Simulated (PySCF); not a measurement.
Species: methoxyethene, C₃H₆O.
Atom-mapped SMILES: `[CH2:1]=[CH:2][O:3][CH3:4]` (hydrogens: H5, H6 on C1; H7 on C2; H8, H9, H10 on C4)

Torsions of this conformer, `[CH2:1]=[CH:2][O:3][CH3:4]`: C1–C2–O3–C4 0°.

The closed-shell ground state was solved at several levels (PySCF, density fitting, gas phase, non-relativistic). One conformer (not necessarily the lowest) at the GFN2-xTB geometry, without solvent, vibrations or thermal averaging.

| level | basis functions | HOMO (eV) | LUMO (eV) | gap (eV) | dipole (D) |
| --- | --- | --- | --- | --- | --- |
| B3LYP/def2-SVPD | 131 | -6.60 | 0.53 | 7.13 | 0.98 |
| PBE0/pcSseg-1 | 98 | -6.74 | 1.03 | 7.77 | 1.03 |

**Question.** What might B3LYP/pcJ-1 (168 basis functions) give for the same quantities?

**Answer.** HOMO -6.50 eV, LUMO 0.78 eV, gap 7.28 eV, dipole 1.01 D.

**Question.** Over all these levels, which gives the widest orbital gap and which the narrowest?

**Answer.** PBE0/pcSseg-1 (global hybrid, 25 % exact exchange) has the widest, 7.77 eV, and B3LYP/def2-SVPD (global hybrid, 20 % exact exchange) the narrowest, 7.13 eV. Functional and basis both differ between the two, so the spread mixes both effects.

**Question.** How far do the dipole and the HOMO energy spread over the levels?

**Answer.** The dipole runs from 0.98 to 1.03 D (mean 1.01 D) and the HOMO from -6.74 to -6.50 eV.
